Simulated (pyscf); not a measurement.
Structures and frequencies: ωB97X-D3(BJ)/def2-SVP in PySCF. Correlated levels are frozen-core, on RHF or UHF. ΔMP2 is the change of the MP2 total energy from the triple- to the quadruple-zeta basis.

Problem. acetylene (HC≡CH) + amino radical (NH₂•) -> •HC=CH–NH₂
Surface: doublet. Broken: none. Formed: C–N. Give ΔE‡ and ΔE from CCSD(T)/def2-TZVPP, relative to the separated reactants.

Solution. ΔE‡ = 5.6 kcal/mol, ΔE = -27.6 kcal/mol. CCSD(T)/def2-TZVPP + ΔMP2(QZVPP) gives 5.5 kcal/mol and -28.1 kcal/mol. Zero-point energy shifts the barrier by +2.3 kcal/mol. It is an addition, with an imaginary mode of 522i cm⁻¹. On the product side the descent ends in a point that may be a rotor saddle (no frequency run), 1.3 kcal/mol over the lowest minimum found and 35.5 kcal/mol under the saddle at ωB97X-D3(BJ)/def2-TZVP. At ωB97X-D3(BJ)/def2-TZVP the barrier from the zero used here is 3.3 kcal/mol. This is the saddle that the search found; another between the same sides may lie lower. The CCSD(T) − MP2 part came from Ansatz, without density fitting, on the same reference. A UHF reference is spin-contaminated (<S²> up to 1.01), which harms MP2 most.
